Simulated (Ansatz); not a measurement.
**Question.** Name a neutral molecule of B, C, O and H with ideal-gas entropy at 298 K and 1 bar (rigid rotor, harmonic PBE0-D4/def2-TZVP) between 240 and 256 J/(mol·K) and HOMO–LUMO gap (B3LYP/def2-TZVPP) between 7.45 and 7.75 eV (Ansatz, PBE0-D4/def2-TZVP geometry).

**Answer.** `[BH3-]C#[O+]` (250 J/(mol·K), 7.73 eV). Other molecules can fit too; these were computed, each in one conformer that needn't be the lowest.

B3LYP here is the variant with VWN-RPA as its local correlation; programs differ in this.
